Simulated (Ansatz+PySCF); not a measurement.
# singlet C2: levels of theory in one basis

```yaml
atoms:
  - { symbol: C, position_ang: [0.0000, 0.0000, -1.3817] }
  - { symbol: C, position_ang: [0.0000, 0.0000, 1.3817] }
```

Basis set: 6-31G (spherical functions). Left uncorrelated: 2 orbitals. Charge 0, multiplicity 1.

Computed with Ansatz (development build ahead of 0.2.0); each method stands on the lowest determinant of its kind that the runs found.

```
     method  E − E(RHF) (eV)  <S²> of the determinant
        RHF             0.00                     0.00
        UHF            -4.62                     2.00
    RHF-MP2            -2.15                        –
    UHF-MP2            -5.93                     2.00
RHF-CCSD(T)            -3.60                        –
UHF-CCSD(T)            -6.72                     2.00
```

Question: What does full CI (lowest root of this spin) give on the same scale?

Answer: -6.86 eV.

At such a shape the full CI root can have another spatial symmetry than the determinants, so the rows needn't describe one state.

Question: Is a single determinant a sound starting point here?

Answer: It is doubtful. Unrestricted orbitals lower Hartree–Fock by 4.62 eV and <S²> is 2.00 where a pure state has 0.00, a sign of strong static correlation.

Caution for RHF, RHF-MP2, RHF-CCSD(T): an unrestricted determinant lies well below. Caution for RHF, UHF, RHF-MP2, UHF-MP2, RHF-CCSD(T), UHF-CCSD(T): the determinant may break the point group. Caution for UHF, UHF-MP2, UHF-CCSD(T): the unrestricted determinant is a mixture of spin states. Caution for RHF-MP2, RHF-CCSD(T): large amplitudes, a single reference is doubtful. Caution for RHF-MP2, UHF-MP2: another reference gives a lower total. Caution for UHF-MP2, UHF-CCSD(T): bonds are stretched, where a single reference can fail.
